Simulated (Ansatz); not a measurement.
**CH₃NO: taking an electron away**

Aim: the vertical ionisation energy of CH₃NO, as cation minus neutral at the neutral's geometry, on several levels, and how well −ε(HOMO) stands in for it.

Program: Ansatz 0.2.0, Gaussian basis. Level of theory: unrestricted cation, the program's frozen cores in correlated methods. These are calculated values, not measurements.

Plan: UKS PBE-D4/def2-TZVPP; UKS r2SCAN-D4/def2-TZVPP; UKS PBE0-D4/def2-TZVPP; UKS B3LYP-D4/def2-TZVPP; UKS wB97X-V/def2-TZVPP; UKS wB97M-V/def2-TZVPP; UKS B2PLYP/def2-TZVPP; UHF-CCSD(T)/def2-TZVPP; UHF-MP2/def2-QZVPP; extrapolation to the limit; then −ε(HOMO) from the neutral's earlier runs with LDA (SPW92), PBE-D4, revPBE-D4, BLYP-D4, r2SCAN-D4, B97M-V, PBE0-D4, B3LYP-D4, r2SCANh-D4, r2SCAN0-D4, HSE06-D4, BHLYP-D4, CAM-B3LYP-D4, LC-ωPBE, ωB97X-V, ωB97M-V.

### Step 1. The relaxed structure

An earlier PBE0-D4 in a triple-zeta def2 set relaxation fixed the geometry.

6 atoms, charge 0, spin multiplicity 1.

Atoms are counted from 1 here; the program's logs count them from 0.

Bond lengths: C1–N2 1.468 Å, C1–H4 1.094 Å, C1–H5 1.094 Å, C1–H6 1.092 Å, N2–O3 1.193 Å. Angles: N2–C1–H4 106.8°, N2–C1–H5 106.8°, N2–C1–H6 111.9°, H4–C1–H5 107.0°, H4–C1–H6 112.0°, H5–C1–H6 112.0°, C1–N2–O3 113.9°.

Coordinates:

```xyz
6

C    -0.17335    0.29494   -0.25759
N    -0.09336   -0.93020    0.54717
O     0.96020   -1.08898    1.08377
H    -0.43498   -0.01130   -1.27429
H    -1.01708    0.87295    0.12966
H     0.75857    0.86259   -0.22874
```

### Step 2. Cation, UKS PBE-D4/def2-TZVPP

Contents of in.yaml:

```yaml
crystal:
  periodic: [false, false, false]
  atoms:
    - {symbol: C, position_ang: [-0.173351, 0.294944, -0.257587]}
    - {symbol: N, position_ang: [-0.093363, -0.930204, 0.547167]}
    - {symbol: O, position_ang: [0.960199, -1.088975, 1.083775]}
    - {symbol: H, position_ang: [-0.434984, -0.011299, -1.274295]}
    - {symbol: H, position_ang: [-1.017077, 0.872946, 0.129661]}
    - {symbol: H, position_ang: [0.758566, 0.862588, -0.228740]}
basis:
  gaussian: {orbitals: def2-TZVPP}
total_charge: 1
magnetization: {spin_polarized: true, initial_magnetization: 1}
hamiltonian: {xc: pbe, dispersion: d4}
```

The run is started by

```
$ ansatz run in.yaml --threads 4 --pin off --events-out ev --progress --plain --max-ram 10444MiB
```

Further steps of the session: Cation, UKS r2SCAN-D4/def2-TZVPP; Cation, UKS PBE0-D4/def2-TZVPP; Cation, UKS B3LYP-D4/def2-TZVPP; Cation, UKS wB97X-V/def2-TZVPP; Cation, UKS wB97M-V/def2-TZVPP; Cation, UKS B2PLYP (frozen core)/def2-TZVPP; Cation, UHF-CCSD(T)/def2-TZVPP; Cation, UHF-MP2/def2-QZVPP.

**Question.** What will the summary of the whole plan be? Wanted: ionisation energy, CCSD(T)/CBS; nearest functional by difference; nearest −ε(HOMO); −ε(HOMO) of PBE; T1 of the cation.

As calculated:

```
                        quantity                value
  ionisation energy, CCSD(T)/CBS              9.68 eV
nearest functional by difference  B3LYP-D4 (-0.13 eV)
                nearest −ε(HOMO)   LC-ωPBE (-0.18 eV)
                 −ε(HOMO) of PBE              4.97 eV
                T1 of the cation                0.049
```

What this shows: By cation minus neutral, the functionals miss by 0.44 eV at most. −ε(HOMO) of PBE misses by 4.7 eV, since self-interaction lifts the level. Among orbital estimates LC-ωPBE comes nearest. Hartree-Fock falls 0.97 eV short, as the neutral has more correlation energy than the cation. The cation's T1 (from the report) is 0.049, above the customary mark of 0.045 for open shells, so the coupled-cluster value is less safe.
